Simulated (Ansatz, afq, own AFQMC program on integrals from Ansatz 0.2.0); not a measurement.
N2, singlet: a scan with AFQMC

| atom | x (Å) | y (Å) | z (Å) |
| --- | --- | --- | --- |
| N | 0.0000 | 0.0000 | 0.0000 |
| N | 0.0000 | 0.0000 | 1.0895 |

The N1–N2 distance is changed with both sides rigid. Energies in kJ/mol count from this geometry (1.089 Å) at the same level; the start stands on RHF, each point on the determinant named.

Basis 6-31G. Only valence electrons are correlated. Integrals, coupled cluster, full CI and functionals: Ansatz 0.2.0; the random walks run on the same integrals in our own AFQMC program. ph-AFQMC/CISD is guided by a CISD state made of CCSD amplitudes; releasing the constraint for a short imaginary time cuts its bias at the price of noise, slowly where states lie close. Uncertainties: one standard error, sampling alone.

Cautions, each for one point or more: (Q) is large, so the cluster series hasn't closed; CCSDTQ on the RHF determinant differs, by its state or its frozen core; cluster runs in doubt by the program's own checks; higher spins were not checked; restricted determinant unstable towards unrestricted; strong correlation; the next higher spin lies close; unrestricted determinant spin contaminated.

```json
{"r(N1–N2) / Å": "0.968", "det.": "RHF", "T1": "0.008", "weight": "0.93", "⟨S²⟩": "pure", "B2PLYP": "235.0", "wB97M-V": "217.3", "CCSD(T)": "246.2"}
{"r(N1–N2) / Å": "1.185", "det.": "RHF", "T1": "0.014", "weight": "0.89", "⟨S²⟩": "pure", "B2PLYP": "4.6", "wB97M-V": "24.9", "CCSD(T)": "1.1"}
{"r(N1–N2) / Å": "1.468", "det.": "UHF‡", "T1": "0.139", "weight": "0.52", "⟨S²⟩": "1.64", "B2PLYP": "419.1§", "wB97M-V": "406.7§", "CCSD(T)": "309.0"}
{"r(N1–N2) / Å": "1.973", "det.": "UHF‡¶", "T1": "0.055", "weight": "0.81", "⟨S²⟩": "2.75", "B2PLYP": "724.6§", "wB97M-V": "727.5§", "CCSD(T)": "647.9"}
{"r(N1–N2) / Å": "3.004", "det.": "UHF", "T1": "0.006", "weight": "0.97", "⟨S²⟩": "3.00", "B2PLYP": "765.8§", "wB97M-V": "786.7§", "CCSD(T)": "684.6"}
```

Q: Estimate the curve of full CI, counted from the same start.

A: 
```tsv
r(N1–N2) / Å	det.	T1	weight	⟨S²⟩	FCI	ph-AFQMC/CISD	released AFQMC	CCSDT(Q)
0.968	RHF	0.008	0.93	pure	247.8	247.5 ± 0.6	247.7 ± 0.4	247.9
1.185	RHF	0.014	0.89	pure	-0.6	1.4 ± 0.7	–	-0.9
1.468	UHF‡	0.139	0.52	1.64	284.4	290.3 ± 1.1	–	292.0
1.973	UHF‡¶	0.055	0.81	2.75	–	628.3 ± 0.6	–	639.7
3.004	UHF	0.006	0.97	3.00	688.1	687.0 ± 0.5	687.7 ± 0.2	688.6
```

Weight is that of the determinant in the CISD state; at the start T1 is 0.012 and the weight 0.91. ¶ marks points with a poor determinant and no full CI, where no value is sure; they don't count among the departures. A double dagger marks points where the walks on two determinants ended up to 101.2 kJ/mol apart; the lower is shown. Symmetry can't show for every point that it stays on the start's state. A dash marks a missing value, a released energy that hasn't settled or a functional that sits on another state. § marks a functional whose ⟨S²⟩ is too high by over 0.1. Largest departures from full CI where it is shown: CCSD(T) 24.5 kJ/mol at 1.468 (on UHF), ph-AFQMC/CISD 5.9 kJ/mol at 1.468 (on UHF), released AFQMC -0.4 kJ/mol at 3.004 (on UHF) (within the noise), CCSDT(Q) 7.6 kJ/mol at 1.468 (on UHF), B2PLYP -12.8 kJ/mol at 0.968, wB97M-V -30.5 kJ/mol at 0.968. Functionals count only at points shown to share the start's state and spin. In this small basis the wave-function levels are far from their limit, so their gap to the functionals isn't the functionals' error.

CCSDT and higher add their correlation energy to the determinant of the CCSD(T) run, since their own runs factorise the integrals more tightly (a shift of under 2 meV). A walk keeps the symmetry of its determinant, which the program's search chose and which needn't be the lowest solution, so a lower state of the same spin and another symmetry isn't excluded. Released energies are given only where the last usable release times agree within the noise; a slower fall can still hide under it.
